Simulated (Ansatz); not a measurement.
Basis-set extrapolation for C₄H₅Cl, SMILES `CC=C=CCl` (PBE0-D4/def2-TZVP geometry, frozen core, Ansatz 0.2.0). Multiplicity 1, RHF reference.

|  | def2-TZVPP | def2-QZVPP |
| --- | --- | --- |
| HF | -613.886254 | -613.905782 |
| MP2 correlation | -0.830742 | -0.890906 |
| CCSD(T) correlation | -0.917266 | not run |

Energies in hartree. Use E(X) = E(∞) + A·exp(−7.88·√X) for Hartree–Fock and E(X) = E(∞) + B·X^(−2.97) for correlation, with X = 3 and 4, and add CCSD(T) minus MP2 of the smaller set to the MP2 limit.

Question: What is the CCSD(T) energy at the basis-set limit?

Answer: HF limit: -613.905782 + (-0.019528) × 0.13774 = -613.90847. MP2 limit: -0.890906 + (-0.060164) × 0.74074 = -0.93547. Higher-order term: -0.917266 − (-0.830742) = -0.08652. Total: -614.93046 hartree, 333.3 kJ/mol below CCSD(T)/def2-TZVPP.
